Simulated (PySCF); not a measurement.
# Ionising LiP

PBE0; basis Li def2-TZVP, P def2-TZVP; no relativity; PySCF 2.14. Neutral (UKS): triplet (π ↑↑), Re = 2.323 Å, ωe = 493 cm⁻¹, De = 1.74 eV, HOMO -4.79 eV, LUMO -1.72 eV.

LiP⁺ (UKS): quartet (σ ↑, π ↑↑), Re = 2.631 Å, ωe = 255 cm⁻¹, De = 0.40 eV to Li⁺ + P. The energies at the minima are -348.66603 hartree for LiP and -348.41228 for LiP⁺.

**Question.** Work out the adiabatic ionisation energy, without and with harmonic zero-point energies (1 hartree = 27.2114 eV, 1 eV = 8065.5 cm⁻¹), and the change of the bond length.

**Answer.** At PBE0: 0.25375 hartree = 6.905 eV between the minima; the zero-point term (255.0 − 493.0)/2 cm⁻¹ = -0.015 eV makes it 6.890 eV. Re changes by +30.8 pm against the neutral. The electron leaves a σ orbital, and the ion is left as a loose complex of an ion and an atom.

Weak bonds: LiP⁺. Basis-set superposition, not corrected here, can be much of De in a small basis, most of all at correlated wavefunction levels. For an ion De counts to the pair picked by the measured ionisation energies or electron affinities, which need not be the lowest pair at this level. States were picked by a PBE0 search and need not be the measured ground states.
